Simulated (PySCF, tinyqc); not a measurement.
RHF in the sto-3g basis, for BH, spin multiplicity 1, step by step. The lowest restricted solution is unstable here: a spin-polarised one lies 0.0093 hartree lower (PySCF). Computed by tinyqc, a small Python program that keeps every step (integrals from PySCF). Settings: charge = 0, multiplicity = 1, basis = sto-3g, energy threshold = 1e-08, iteration cap = 87, orthogonalisation = canonical, start = core, DIIS depth = 6, method = RHF. Command: `OMP_NUM_THREADS=1 python tinyqc.py 26076 26077 out.jsonl` (the two numbers bound the seeds that draw the settings). One thread of a shared host (Intel(R) Xeon(R) Processor @ 2.60GHz), about 0.07 s of CPU time with the checks. Later iterations appear only in the table of the cycle.

## One-electron integrals

Geometry (angstrom):
```
atom       x       y       z
B     0.0000  0.0000  0.0000
H     0.0000  0.0000  1.3230
```

Basis sto-3g: exponents (1/bohr^2) and contraction coefficients of normalised primitives:
```
element  l (shell)  exponent  coefficient
B            s (1)   48.7911       0.1543
B            s (1)    8.8874       0.5353
B            s (1)    2.4053       0.4446
B            s (2)    2.2370      -0.1000
B            s (2)    0.5198       0.3995
B            s (2)    0.1691       0.7001
B            p (3)    2.2370       0.1559
B            p (3)    0.5198       0.6077
B            p (3)    0.1691       0.3920
H            s (1)    3.4253       0.1543
H            s (1)    0.6239       0.5353
H            s (1)    0.1689       0.4446
```

Overlap, kinetic and nuclear-attraction integrals over the contracted functions; the nuclear repulsion is the sum of Za Zb / Rab.

nuclear repulsion = 1.999914 hartree

overlap S, lower triangle:
```
         1B 1s   1B 2s  1B 2px  1B 2py  1B 2pz   2H 1s
1B 1s   1.0000
1B 2s   0.2693  1.0000
1B 2px  0.0000  0.0000  1.0000
1B 2py  0.0000  0.0000  0.0000  1.0000
1B 2pz  0.0000  0.0000  0.0000  0.0000  1.0000
2H 1s   0.0492  0.4095  0.0000  0.0000  0.4406  1.0000
```

kinetic energy T (hartree), lower triangle:
```
          1B 1s   1B 2s  1B 2px  1B 2py  1B 2pz   2H 1s
1B 1s   10.8263
1B 2s   -0.0480  0.3592
1B 2px   0.0000  0.0000  1.1239
1B 2py   0.0000  0.0000  0.0000  1.1239
1B 2pz   0.0000  0.0000  0.0000  0.0000  1.1239
2H 1s   -0.0135  0.0588  0.0000  0.0000  0.1680  0.7600
```

nuclear attraction V (hartree), lower triangle:
```
           1B 1s    1B 2s   1B 2px   1B 2py   1B 2pz    2H 1s
1B 1s   -23.5474
1B 2s    -3.2471  -4.1632
1B 2px    0.0000   0.0000  -4.0998
1B 2py    0.0000   0.0000   0.0000  -4.0998
1B 2pz   -0.0150  -0.1386   0.0000   0.0000  -4.1990
2H 1s    -0.5967  -1.4791   0.0000   0.0000  -1.5182  -3.2095
```

core Hamiltonian H = T + V (hartree), lower triangle:
```
           1B 1s    1B 2s   1B 2px   1B 2py   1B 2pz    2H 1s
1B 1s   -12.7211
1B 2s    -3.2951  -3.8040
1B 2px    0.0000   0.0000  -2.9759
1B 2py    0.0000   0.0000   0.0000  -2.9759
1B 2pz   -0.0150  -0.1386   0.0000   0.0000  -3.0751
2H 1s    -0.6102  -1.4203   0.0000   0.0000  -1.3502  -2.4495
```

## Two-electron integrals

Functions are numbered as in S; the eight-fold symmetry (ij|kl) = (ji|kl) = (kl|ij) leaves the list below.

Two-electron integrals (ij|kl) in chemists' order, unique and non-zero (hartree):
```
(11|11) 2.9235   (21|11) 0.5184   (21|21) 0.1093   (22|11) 0.7442
(22|21) 0.1932   (22|22) 0.5448   (31|31) 0.0203   (32|31) 0.0300
(32|32) 0.1203   (33|11) 0.7425   (33|21) 0.1932   (33|22) 0.5447
(33|33) 0.5868   (41|41) 0.0203   (42|41) 0.0300   (42|42) 0.1203
(43|43) 0.0316   (44|11) 0.7425   (44|21) 0.1932   (44|22) 0.5447
(44|33) 0.5235   (44|44) 0.5868   (51|51) 0.0203   (52|51) 0.0300
(52|52) 0.1203   (53|53) 0.0316   (54|54) 0.0316   (55|11) 0.7425
(55|21) 0.1932   (55|22) 0.5447   (55|33) 0.5235   (55|44) 0.5235
(55|55) 0.5868   (61|11) 0.0942   (61|21) 0.0198   (61|22) 0.0351
(61|33) 0.0350   (61|44) 0.0350   (61|51) 0.0014   (61|52) 0.0026
(61|55) 0.0355   (61|61) 0.0037   (62|11) 0.2338   (62|21) 0.0617
(62|22) 0.1922   (62|33) 0.1866   (62|44) 0.1866   (62|51) 0.0068
(62|52) 0.0418   (62|55) 0.2031   (62|61) 0.0119   (62|62) 0.0946
(63|31) 0.0061   (63|32) 0.0287   (63|53) 0.0077   (63|63) 0.0102
(64|41) 0.0061   (64|42) 0.0287   (64|54) 0.0077   (64|64) 0.0102
(65|11) 0.2215   (65|21) 0.0592   (65|22) 0.1946   (65|33) 0.1843
(65|44) 0.1843   (65|51) 0.0117   (65|52) 0.0672   (65|55) 0.2150
(65|61) 0.0120   (65|62) 0.1121   (65|65) 0.1403   (66|11) 0.3962
(66|21) 0.1064   (66|22) 0.3757   (66|33) 0.3535   (66|44) 0.3535
(66|51) 0.0139   (66|52) 0.1148   (66|55) 0.4195   (66|61) 0.0210
(66|62) 0.2386   (66|65) 0.3068   (66|66) 0.7746
```

## Orthogonalisation

S = U s U^T; canonical form X = U s^(-1/2), so that X^T S X = 1. Each column of U has its largest component positive (the first on a tie).

eigenvalues of S: 0.3816  0.7971  1.0000  1.0000  1.1732  1.6481

X:
```
              1        2        3       4        5       6
1B 1s    0.2830   0.7834   0.0000  0.0000   0.5887  0.2114
1B 2s   -0.8504  -0.5453   0.0000  0.0000   0.4171  0.4144
1B 2px   0.0000   0.0000   0.9846  0.1750   0.0000  0.0000
1B 2py   0.0000   0.0000  -0.1750  0.9846   0.0000  0.0000
1B 2pz  -0.7823   0.5323   0.0000  0.0000  -0.5362  0.3513
2H 1s    1.0980  -0.2451   0.0000  0.0000  -0.2108  0.5167
```

Within a degenerate level the vectors are fixed only up to a rotation; this is one choice.

## Starting guess

The start is the orbitals of the core Hamiltonian; D = 2 C_occ C_occ^T.

D at the start, lower triangle:
```
          1B 1s    1B 2s  1B 2px  1B 2py   1B 2pz   2H 1s
1B 1s    2.1624
1B 2s   -0.6108   2.2870
1B 2px   0.0000   0.0000  0.0000
1B 2py   0.0000   0.0000  0.0000  0.0000
1B 2pz  -0.0320   0.1423  0.0000  0.0000   2.1544
2H 1s    0.0522  -0.1679  0.0000  0.0000  -0.1933  0.0279
```

## Iteration 1: building the Fock matrix

J_ij = sum D_kl (ij|kl), K_ij = sum D_kl (ik|jl); F = H + J - 0.5 K; E = tr D H + tr D J / 2 - 0.25 tr D K + E_nn.

Coulomb J (hartree), lower triangle:
```
         1B 1s    1B 2s  1B 2px  1B 2py  1B 2pz   2H 1s
1B 1s   8.8469
1B 2s   1.8070   3.6671
1B 2px  0.0000   0.0000  3.6226
1B 2py  0.0000   0.0000  0.0000  3.6226
1B 2pz  0.0010  -0.0042  0.0000  0.0000  3.7434
2H 1s   0.3294   1.2517  0.0000  0.0000  1.2513  2.3466
```

exchange K (hartree), lower triangle:
```
          1B 1s   1B 2s  1B 2px  1B 2py  1B 2pz   2H 1s
1B 1s    5.9847
1B 2s    1.1015  1.4339
1B 2px   0.0000  0.0000  0.3389
1B 2py   0.0000  0.0000  0.0000  0.3389
1B 2pz  -0.0002  0.0021  0.0000  0.0000  1.4460
2H 1s    0.2138  0.4897  0.0000  0.0000  0.4568  0.3684
```

Fock matrix F (hartree), lower triangle:
```
          1B 1s    1B 2s  1B 2px  1B 2py   1B 2pz    2H 1s
1B 1s   -6.8665
1B 2s   -2.0388  -0.8538
1B 2px   0.0000   0.0000  0.4773
1B 2py   0.0000   0.0000  0.0000  0.4773
1B 2pz  -0.0140  -0.1439  0.0000  0.0000  -0.0547
2H 1s   -0.3877  -0.4135  0.0000  0.0000  -0.3273  -0.2871
```

total energy of this density = -24.114998 hartree

## Iteration 1: diagonalisation and new density

Diagonalise F' = X^T F X, C = X C', fill 3 alpha and 3 beta electrons from the bottom; D = 2 C_occ C_occ^T. Each column has its largest component positive (the first on a tie).

F' = X^T F X (hartree), lower triangle:
```
         1        2       3       4        5        6
1   0.3424
2  -0.5345  -2.5632
3   0.0000   0.0000  0.4773
4   0.0000   0.0000  0.0000  0.4773
5  -0.3801  -2.9474  0.0000  0.0000  -3.3895
6  -0.1869  -1.3947  0.0000  0.0000  -1.6667  -1.3186
```

orbital energies (hartree): MO1 -6.8727, MO2 -0.4688, MO3 -0.0452, MO4 0.4578, MO5 0.4773, MO6 0.4773

coefficients C:
```
            MO1      MO2      MO3      MO4     MO5      MO6
1B 1s    0.9908  -0.1931  -0.2321   0.1108  0.0000   0.0000
1B 2s    0.0339   0.5482   0.8561  -0.5758  0.0000   0.0000
1B 2px   0.0000   0.0000   0.0000   0.0000  0.1781   0.9840
1B 2py   0.0000   0.0000   0.0000   0.0000  0.9840  -0.1781
1B 2pz   0.0056   0.3299  -0.5143  -0.9658  0.0000   0.0000
2H 1s   -0.0072   0.5000  -0.3742   1.0894  0.0000   0.0000
```

D after iteration 1, lower triangle:
```
          1B 1s    1B 2s  1B 2px  1B 2py  1B 2pz   2H 1s
1B 1s    2.1456
1B 2s   -0.5420   2.0691
1B 2px   0.0000   0.0000  0.0000
1B 2py   0.0000   0.0000  0.0000  0.0000
1B 2pz   0.1224  -0.5185  0.0000  0.0000  0.7466
2H 1s   -0.0336  -0.0930  0.0000  0.0000  0.7147  0.7803
```

Within a degenerate level the vectors are fixed only up to a rotation; this is one choice.

## Iteration 2: building the Fock matrix

As before.

Coulomb J (hartree), lower triangle:
```
         1B 1s   1B 2s  1B 2px  1B 2py  1B 2pz   2H 1s
1B 1s   8.3809
1B 2s   1.6926  3.4545
1B 2px  0.0000  0.0000  3.4037
1B 2py  0.0000  0.0000  0.0000  3.4037
1B 2pz  0.0001  0.0603  0.0000  0.0000  3.5432
2H 1s   0.3085  1.2705  0.0000  0.0000  1.3257  2.7068
```

exchange K (hartree), lower triangle:
```
         1B 1s    1B 2s  1B 2px  1B 2py  1B 2pz   2H 1s
1B 1s   5.9468
1B 2s   1.0702   1.3359
1B 2px  0.0000   0.0000  0.2969
1B 2py  0.0000   0.0000  0.0000  0.2969
1B 2pz  0.0075  -0.0610  0.0000  0.0000  1.1016
2H 1s   0.2045   0.6235  0.0000  0.0000  0.7282  1.1794
```

Fock matrix F (hartree), lower triangle:
```
          1B 1s    1B 2s  1B 2px  1B 2py   1B 2pz    2H 1s
1B 1s   -7.3136
1B 2s   -2.1376  -1.0174
1B 2px   0.0000   0.0000  0.2794
1B 2py   0.0000   0.0000  0.0000  0.2794
1B 2pz  -0.0187  -0.0479  0.0000  0.0000  -0.0827
2H 1s   -0.4039  -0.4616  0.0000  0.0000  -0.3885  -0.3324
```

total energy of this density = -24.741791 hartree

## Iteration 2: DIIS over 2 matrices

error matrix X^T (FDS - SDF) X:
```
         1        2       3       4        5        6
1   0.0000   0.0428  0.0000  0.0000  -0.0164  -0.0838
2  -0.0428   0.0000  0.0000  0.0000  -0.0007   0.0263
3   0.0000   0.0000  0.0000  0.0000   0.0000   0.0000
4   0.0000   0.0000  0.0000  0.0000   0.0000   0.0000
5   0.0164   0.0007  0.0000  0.0000   0.0000  -0.0116
6   0.0838  -0.0263  0.0000  0.0000   0.0116   0.0000
```

B (overlaps of the stored error matrices):
```
               1              2
1  1.2496931e+00  1.1717796e-01
2  1.1717796e-01  1.9897942e-02
```

Minimise |sum c_i e_i|^2 with sum c_i = 1: solve [B -1; -1 0][c; lambda] = [0; -1] with B_ij = tr e_i^T e_j, and take F = sum c_i F_i.

DIIS coefficients: -0.0940  1.0940

extrapolated F (hartree), lower triangle:
```
          1B 1s    1B 2s  1B 2px  1B 2py   1B 2pz    2H 1s
1B 1s   -7.3556
1B 2s   -2.1469  -1.0328
1B 2px   0.0000   0.0000  0.2608
1B 2py   0.0000   0.0000  0.0000  0.2608
1B 2pz  -0.0192  -0.0388  0.0000  0.0000  -0.0853
2H 1s   -0.4055  -0.4661  0.0000  0.0000  -0.3943  -0.3367
```

## Iteration 2: diagonalisation and new density

As before.

F' = X^T F X (hartree), lower triangle:
```
         1        2       3       4        5        6
1   0.4917
2  -0.6570  -2.8910
3   0.0000   0.0000  0.2608
4   0.0000   0.0000  0.0000  0.2608
5  -0.3569  -3.0686  0.0000  0.0000  -3.6994
6  -0.2375  -1.4550  0.0000  0.0000  -1.7795  -1.4280
```

orbital energies (hartree): MO1 -7.3601, MO2 -0.5520, MO3 -0.2565, MO4 0.2608, MO5 0.2608, MO6 0.6419

coefficients C:
```
            MO1      MO2      MO3     MO4      MO5      MO6
1B 1s    0.9923  -0.2184  -0.1946  0.0000   0.0000   0.1215
1B 2s    0.0284   0.6503   0.7528  0.0000   0.0000  -0.6131
1B 2px   0.0000   0.0000   0.0000  0.1874   0.9823   0.0000
1B 2py   0.0000   0.0000   0.0000  0.9823  -0.1874   0.0000
1B 2pz   0.0052   0.2014  -0.5698  0.0000   0.0000  -0.9700
2H 1s   -0.0063   0.4827  -0.4375  0.0000   0.0000   1.0736
```

D after iteration 2, lower triangle:
```
          1B 1s    1B 2s  1B 2px  1B 2py  1B 2pz   2H 1s
1B 1s    2.1406
1B 2s   -0.5206   1.9806
1B 2px   0.0000   0.0000  0.0000
1B 2py   0.0000   0.0000  0.0000  0.0000
1B 2pz   0.1441  -0.5955  0.0000  0.0000  0.7305
2H 1s   -0.0530  -0.0313  0.0000  0.0000  0.6930  0.8489
```

Within a degenerate level the vectors are fixed only up to a rotation; this is one choice.

## Iteration 6 (converged): orbitals

converged F (hartree), lower triangle:
```
          1B 1s    1B 2s  1B 2px  1B 2py   1B 2pz    2H 1s
1B 1s   -7.3406
1B 2s   -2.1446  -1.0206
1B 2px   0.0000   0.0000  0.2682
1B 2py   0.0000   0.0000  0.0000  0.2682
1B 2pz  -0.0214  -0.0388  0.0000  0.0000  -0.0900
2H 1s   -0.4051  -0.4681  0.0000  0.0000  -0.3877  -0.3422
```

As before.

F' = X^T F X (hartree), lower triangle:
```
         1        2       3       4        5        6
1   0.4849
2  -0.6392  -2.8860
3   0.0000   0.0000  0.2682
4   0.0000   0.0000  0.0000  0.2682
5  -0.3627  -3.0631  0.0000  0.0000  -3.6893
6  -0.2428  -1.4537  0.0000  0.0000  -1.7760  -1.4256
```

orbital energies (hartree): MO1 -7.3452, MO2 -0.5482, MO3 -0.2481, MO4 0.2682, MO5 0.2682, MO6 0.6255

coefficients C:
```
            MO1      MO2      MO3     MO4      MO5      MO6
1B 1s    0.9922  -0.2145  -0.1967  0.0000   0.0000   0.1258
1B 2s    0.0287   0.6329   0.7564  0.0000   0.0000  -0.6266
1B 2px   0.0000   0.0000   0.0000  0.1732   0.9849   0.0000
1B 2py   0.0000   0.0000   0.0000  0.9849  -0.1732   0.0000
1B 2pz   0.0056   0.2026  -0.5770  0.0000   0.0000  -0.9655
2H 1s   -0.0065   0.4986  -0.4180  0.0000   0.0000   1.0741
```

D after iteration 6, lower triangle:
```
          1B 1s    1B 2s  1B 2px  1B 2py  1B 2pz   2H 1s
1B 1s    2.1385
1B 2s   -0.5120   1.9471
1B 2px   0.0000   0.0000  0.0000
1B 2py   0.0000   0.0000  0.0000  0.0000
1B 2pz   0.1512  -0.6161  0.0000  0.0000  0.7480
2H 1s   -0.0623  -0.0017  0.0000  0.0000  0.6843  0.8467
```

Within a degenerate level the vectors are fixed only up to a rotation; this is one choice.

## Convergence

Stop when the energy changes by less than 1e-08 hartree and every element of the error matrix X^T (F D S - S D F) X is below 3e-05.

Course of the cycle:
```
iteration  E (hartree)     change  largest element of the error matrix
1           -24.114998          -                             6.74e-01
2           -24.741791  -6.27e-01                             8.38e-02
3           -24.747043  -5.25e-03                             1.66e-02
4           -24.747293  -2.50e-04                             2.39e-03
5           -24.747298  -4.42e-06                             7.61e-06
6           -24.747298  -5.80e-11                             6.23e-07
```

PySCF RHF in the same basis = -24.747298 hartree

Converged in 6 iterations.

## Populations, bond orders and dipole

Mulliken: Z minus the diagonal of D S on the atom; Loewdin: the same with S^(1/2) D S^(1/2); Mayer order: 2 sum_s sum (D(s) S)_ij (D(s) S)_ji over the two atoms.

Charges (e):
```
atom  Mulliken  Loewdin
1B      0.1445   0.1292
2H     -0.1445  -0.1292
```

Mayer bond orders:
```
pair   order
2-1   0.9791
```

dipole moment about the origin, x y z (debye): 0.0000  0.0000  0.7708
